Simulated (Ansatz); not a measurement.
## Ansatz (development build ahead of 0.2.0) run

```yaml
crystal:
  periodic: [false, false, false]
  atoms:
    - { symbol: Li, position_ang: [0.0, 0.0, -1.16821] }
    - { symbol: P, position_ang: [0.0, 0.0, 1.16821] }
basis:
  gaussian: { orbitals: def2-SVP }
magnetization:
  spin_polarized: true
  initial_magnetization: 2
hamiltonian:
  xc: hf
correlation:
  method: ccsd_t
  frozen_orbitals: { Li: 0, P: 5 }
```

The input is written out in the form of the current development build from the run's settings.

Output:

```
Converged          : yes
Reference energy   : -348.04505 hartree
Correlation energy : -0.09999 hartree
Total energy       : -348.14504 hartree
Stability test     : minimum
```
